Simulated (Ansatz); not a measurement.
# C2+ (doublet): wave-function methods side by side, def2-QZVPP

The task here is to estimate one member of a computed series from the others.

Computed with Ansatz 0.2.0, Gaussian basis. Level: def2-QZVPP, core rule «outside noble gas», up to 2 orbitals frozen.

To be run: UHF; ROHF; CCSD(T) on UHF.

**What is computed**

The geometry is a PBE0/def2-TZVP stationary point (not a proven minimum) of the parent state, kept for this charge and spin.

2 atoms, charge 1, spin multiplicity 2.

Atoms are counted from 1 here; the program's logs count them from 0.

Bond lengths: C1–C2 1.402 Å.

The first run:

The input, in.yaml:

```yaml
crystal:
  periodic: [false, false, false]
  atoms:
    - {symbol: C, position_ang: [0.000000, 0.000000, 0.000000]}
    - {symbol: C, position_ang: [0.000000, 0.000000, 1.401600]}
basis:
  gaussian: {orbitals: "def2-QZVPP.json"}
total_charge: 1
magnetization: {spin_polarized: true, initial_magnetization: 1}
hamiltonian: {xc: hf}
output: {orbitals: {seedname: orbitals}}
```

Started as:

```console
$ ansatz run in.yaml --threads 1 --pin off --events-out ev --progress --plain --max-ram 2393MiB
```

Among the steps run: UHF; ROHF; CCSD(T) on UHF.

One table of the session follows, with a row left open; its other results are not shown here.

| method | from UCCSD(T) (kJ/mol) |
| --- | --- |
| ROHF | +750.9 |
| UHF | ? |
| UMP2 | +162.9 |
| UCCSD | +42.6 |
| UCCSD(T) | 0 |

**Question.** Estimate the row for UHF.

**Answer.** from UCCSD(T) (kJ/mol): +568.7. In the column «from UCCSD(T) (kJ/mol)» it lies between UMP2 (+162.9) and ROHF (+750.9).

The program flags UCCSD(T) as in doubt (see the logs), so the zero of the table is itself unsure.

Caveats from the session: The determinant is far from a pure spin state, so its energy mixes those of several spin states (harmless only where they are near-degenerate, as at dissociation). The program flags UCCSD(T) as in doubt, so the zero of the table is itself unsure.
